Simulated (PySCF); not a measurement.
Calculation: PySCF with PBE-D3(BJ)/def2-TZVP // B3LYP-D3(BJ)/def2-TZVP. Gas-phase values, no solvent. 

Reference species (SMILES): `C1CC(C)=C1` (neutral, multiplicity 1).

```json
{
 "dipole_moment": "0.41 D",
 "HOMO": "-5.68 eV"
}
```

Changed species: `C[C@]12C[C@H]1C2`.

Problem. Predict the effect on the dipole moment and HOMO.

Solution. the dipole moment increases by 0.42 D, to 0.83 D; the HOMO rises by 0.12 eV, to -5.56 eV.
